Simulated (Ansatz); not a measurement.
Reaction (SMILES): C=CCl + 3 [H][H] (H2) → 2 C (CH4) + Cl (HCl)
B3LYP-D3(BJ)/def2-TZVP geometries, fixed; electronic energies without zero-point terms.

The energy of full hydrogenation at MP2 with Ansatz (an electronic-structure program), in kcal/mol, split into its Hartree-Fock and correlation parts. Cores are frozen. No added dispersion term, no relativity. Functions are those of the species that has most.

```tsv
basis	X	functions	Hartree-Fock	MP2
cc-pV(D+d)Z	2	66	-86.65	-77.43
cc-pV(T+d)Z	3	141	-83.56	-76.60
cc-pV(Q+d)Z	4	264	-83.18	-75.83
```

Worked estimate of the basis-set limit from each neighbouring pair, with Hartree-Fock from the larger set and the correlation part extrapolated as X^-3.
Correlation parts: X = 2: 9.22, X = 3: 6.96, X = 4: 7.35.
- (2,3): (27·(6.96) - 8·(9.22))/19 = 6.01; with Hartree-Fock -83.56 the estimate is -77.55 kcal/mol.
- (3,4): (64·(7.35) - 27·(6.96))/37 = 7.63; with Hartree-Fock -83.18 the estimate is -75.55 kcal/mol.
The last two estimates differ by 2.01 kcal/mol; the largest set lies 0.28 from the last. Over the last step Hartree-Fock moves by 0.38 and the correlation part by 0.39.
